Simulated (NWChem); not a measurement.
System: formic acid (CH$_{2}$O$_{2}$); SMILES O=CO

Input file for NWChem:

```
start job
memory heap 200 mb stack 900 mb global 1100 mb
geometry units angstroms
  O      0.121020    -1.128359     0.000000
  C     -0.400509     0.113751     0.000000
  O      0.238457     1.135163     0.000000
  H      1.093099    -1.024214     0.000000
  H     -1.498209     0.046858     0.000000
end
basis spherical
  * library sto-3g
end
dft
  xc hfexch
  iterations 150
end
driver
  maxiter 120
end
task dft optimize
task dft freq
```

Parts of the log:

```
             Northwest Computational Chemistry Package (NWChem) 7.3.0
             --------------------------------------------------------

 CS  symmetry detected

                             Geometry "geometry" -> ""
                             -------------------------

 Output coordinates in angstroms (scale by  1.889725989 to convert to a.u.)

  No.       Tag          Charge          X              Y              Z
 ---- ---------------- ---------- -------------- -------------- --------------
    1 O                    8.0000     0.13054884    -1.11696751     0.00000000
    2 C                    6.0000    -0.40467055     0.11930510     0.00000000
    3 O                    8.0000     0.22297240     1.14771375     0.00000000
    4 H                    1.0000     1.10141798    -1.00208981     0.00000000
    5 H                    1.0000    -1.50156456     0.04028933     0.00000000

 Effective nuclear repulsion energy (a.u.)      69.9810702463

      Symmetry information
      --------------------

 Group name             Cs
 Group number              2
 Group order               2
 No. of unique centers     5

                                Z-matrix (autoz)
                                --------

 Units are Angstrom for bonds and degrees for angles

      Type          Name      I     J     K     L     M      Value
      ----------- --------  ----- ----- ----- ----- ----- ----------
    1 Stretch                  1     2                       1.34716
    2 Stretch                  1     4                       0.97764
    3 Stretch                  2     3                       1.20481
    4 Stretch                  2     5                       1.09974
    5 Bend                     1     2     3               125.19484
    6 Bend                     1     2     5               109.28899
    7 Bend                     2     1     4               106.66111
    8 Bend                     3     2     5               125.51616
    9 Torsion                  3     2     1     4           0.00000
   10 Torsion                  4     1     2     5         180.00000

  xc_inp: hfexch multiplicative factor not found.

                           NWChem Geometry Optimization
                           ----------------------------

[...]

      ----------------------
      Optimization converged
      ----------------------

  Step       Energy      Delta E   Gmax     Grms     Xrms     Xmax
  ---- ---------------- -------- -------- -------- -------- --------
@    4    -186.21788379 -1.2D-07  0.00018  0.00008  0.00050  0.00100
                                     ok       ok       ok       ok

                                Z-matrix (autoz)
                                --------

 Units are Angstrom for bonds and degrees for angles

      Type          Name      I     J     K     L     M      Value     Gradient
      ----------- --------  ----- ----- ----- ----- ----- ---------- ----------
    1 Stretch                  1     2                       1.38568   -0.00004
    2 Stretch                  1     4                       0.99052    0.00018
    3 Stretch                  2     3                       1.21414   -0.00011
    4 Stretch                  2     5                       1.10349   -0.00003
    5 Bend                     1     2     3               123.60473   -0.00008
    6 Bend                     1     2     5               110.38550    0.00004
    7 Bend                     2     1     4               104.78276    0.00007
    8 Bend                     3     2     5               126.00977    0.00003
    9 Torsion                  3     2     1     4           0.00000    0.00000
   10 Torsion                  4     1     2     5         180.00000    0.00000

                         Geometry "geometry" -> "geometry"
                         ---------------------------------

 Output coordinates in angstroms (scale by  1.889725989 to convert to a.u.)

[...]

 Rotational Constants
 --------------------
 A=   2.447261 cm-1  (  3.520984 K)
 B=   0.390839 cm-1  (  0.562317 K)
 C=   0.337016 cm-1  (  0.484880 K)

 Temperature                      =   298.15K
 frequency scaling parameter      =   1.0000

 Zero-Point correction to Energy  =   23.918 kcal/mol  (  0.038116 au)
 Thermal correction to Energy     =   25.912 kcal/mol  (  0.041293 au)
 Thermal correction to Enthalpy   =   26.504 kcal/mol  (  0.042237 au)

 Total Entropy                    =   59.473 cal/mol-K
   - Translational                =   37.387 cal/mol-K (mol. weight =  46.0055)
   - Rotational                   =   21.133 cal/mol-K (symmetry #  =        1)
   - Vibrational                  =    0.954 cal/mol-K

 Cv (constant volume heat capacity) =    8.516 cal/mol-K
   - Translational                  =    2.979 cal/mol-K
   - Rotational                     =    2.979 cal/mol-K
   - Vibrational                    =    2.557 cal/mol-K

[normal modes left out]

 ----------------------------------------------------------------------------
 Normal Eigenvalue ||           Projected Infra Red Intensities
  Mode   [cm**-1]  || [atomic units] [(debye/angs)**2] [(KM/mol)] [arbitrary]
 ------ ---------- || -------------- ----------------- ---------- -----------
    1       -0.000 ||    0.000003           0.000         0.003       0.001
    2       -0.000 ||    0.000001           0.000         0.001       0.000
    3       -0.000 ||    0.000198           0.005         0.193       0.070
    4       -0.000 ||    0.000191           0.004         0.186       0.068
    5        0.000 ||    0.000182           0.004         0.178       0.064
    6        0.000 ||    0.000155           0.004         0.151       0.055
    7      602.016 ||    0.112811           2.603       109.974      39.874
    8      634.177 ||    0.043998           1.015        42.891      15.552
    9     1096.069 ||    0.000324           0.007         0.316       0.115
   10     1249.722 ||    0.099958           2.306        97.444      35.331
   11     1565.419 ||    0.026889           0.620        26.213       9.504
   12     1639.173 ||    0.004248           0.098         4.142       1.502
   13     2117.180 ||    0.120102           2.771       117.081      42.451
   14     3589.912 ||    0.006191           0.143         6.035       2.188
   15     4245.098 ||    0.009122           0.210         8.892       3.224
 ----------------------------------------------------------------------------
```

Level: Hartree-Fock/STO-3G.
